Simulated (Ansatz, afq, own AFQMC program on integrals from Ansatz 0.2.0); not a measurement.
Two steps: Ansatz 0.2.0 writes the Fock matrix and Cholesky factors of the valence space, and afq projects on them the lowest state that overlaps trial and start.

```yaml
crystal:
  periodic: [false, false, false]
  atoms:
    - {symbol: B, position_ang: [0.000000, 0.000000, 0.000000]}
    - {symbol: B, position_ang: [0.000000, 0.000000, 1.640578]}
basis:
  gaussian: {orbitals: cc-pVDZ}
total_charge: 1
magnetization: {spin_polarized: false, initial_magnetization: 1}
correlation: {method: ccsd_t, electrons: outside_noble_gas, hamiltonian_folder: ham}
```

```sh
$ ansatz run in.yaml --threads 1 --pin off --events-out ev --progress --plain --max-ram 16896MiB --backend cuda --devices 0, --max-vram 18GiB
```

Options of the walk:

```
--method phaseless --trial cisd --walkers 4000 --populations 20 --least-time 60 --time-step 0.005 --steps-per-block 50 --equilibration-blocks 28 --max-blocks 4000 --target-error 0.00014 --factor-cut 1e-05 --start spin_pure --seed 351 --release-times 0.24,0.51,0.99,1.62,2.4 --release-step 0.03 --release-every 3 --taylor-order 6
```

Times are imaginary, in 1/Eh. The walk had a cap of 122 s. With eight or more populations the least sampling time is a fifth of least-time, and the error comes from their spread.

```
orbitals 26  electrons 3 2  factors 184 of 266
reference energy -48.75985656 Eh
CCSD correlation -0.15951740 Eh in 13 cycles, weight of the determinant in the CISD state 0.7898
energy of the start -48.919398 Eh
 block  time / (1/Eh)  mean weight  energy / Eh
     1     0.250  0.9999  -48.918926
     2     0.500  1.0000  -48.919815
     3     0.750  1.0001  -48.920943
     4     1.000  1.0000  -48.922388
     5     1.250  0.9999  -48.923727
     8     2.000  1.0000  -48.926244
    13     3.250  0.9998  -48.929688
    22     5.500  1.0000  -48.929207
    31     7.750  1.0000  -48.929864
    34     8.500  1.0000  -48.930943
    40    10.000  1.0001  -48.929534
    49    12.250  0.9999  -48.928600
    58    14.500  1.0000  -48.929076
    67    16.750  0.9999  -48.929760
    73    18.250  0.9999  -48.927702
    76    19.000  1.0002  -48.928610
    85    21.250  1.0000  -48.928099
    94    23.500  1.0002  -48.929231
   103    25.750  1.0000  -48.928462
   112    28.000  0.9999  -48.929215
   121    30.250  1.0001  -48.928439
   127    31.750  1.0000  -48.928394
error from the spread of 20 populations
released: time / (1/Eh)  energy / Eh  error  mean overlap
  0.24  -48.929697  0.000111  0.9985
  0.51  -48.930025  0.000122  0.9988
  0.99  -48.930757  0.000091  0.9984
  1.62  -48.931110  0.000169  1.0058
  2.40  -48.931355  0.000159  1.0071
energy -48.929108 +/- 0.000133 Eh
(rows thinned)
```

Q: Estimate how long the walk took on 1 × NVIDIA H100 80GB HBM3 with 2 threads of AMD EPYC 7R13 Processor (Zen 3), on a shared host (the card was shared).

A: 49 s of wall time.

The run passed its tests (sampling time, drift between the halves within three errors, error under three times the target), which doesn't prove that it has relaxed. The second half of the sampling lies above the first by 1.6 errors of their difference, so the energy may still be moving and its error bar be too small.

Against this walk (error 3.6 meV) on the same determinant: CCSD(T) 24.6 meV lower, CCSDT(Q) 93.1 meV lower, CCSDTQ 94.8 meV lower, full CI 95.2 meV lower. The error is statistical and leaves out the bias of the constraint. The released energies are still falling (meV from the phaseless value at times in 1/Eh: -16 ± 3 at 0.24, -25 ± 3 at 0.51, -44.9 ± 2.5 at 0.99, -54 ± 5 at 1.62, -61 ± 4 at 2.40), so they give no level; they do show a bias of the constraint, and the last of them that isn't too noisy lies 34 meV above full CI. Full CI is exact here, so the walk's 95 meV above it is the walk's own error: the bias of the constraint with this trial, or a walk that hasn't relaxed.

Cautions: constraint bias not in the error; a spin-contaminated unrestricted determinant lies lower (UHF 1.90 eV lower, ⟨S²⟩ 1.67); the search met a lower determinant of the same kind, perhaps of another symmetry (331 meV lower), and this one is a saddle point; strong correlation (T1 0.041, weight of the determinant 0.79, largest double 0.36); (T) is large, 7 % of the CCSD correlation; the CCSD(T) amplitudes may be one of several solutions (largest double 0.36); the CCSDT(Q) amplitudes may be one of several solutions (largest double 0.39); the CCSDTQ amplitudes may be one of several solutions (largest double 0.39).

CCSDT and higher add their correlation energy to the determinant of the CCSD(T) run, since their own runs factorise the integrals more tightly (a shift of under 2 meV). A walk keeps the symmetry of its determinant, which the program's search chose and which needn't be the lowest solution, so a lower state of the same spin and another symmetry isn't excluded.
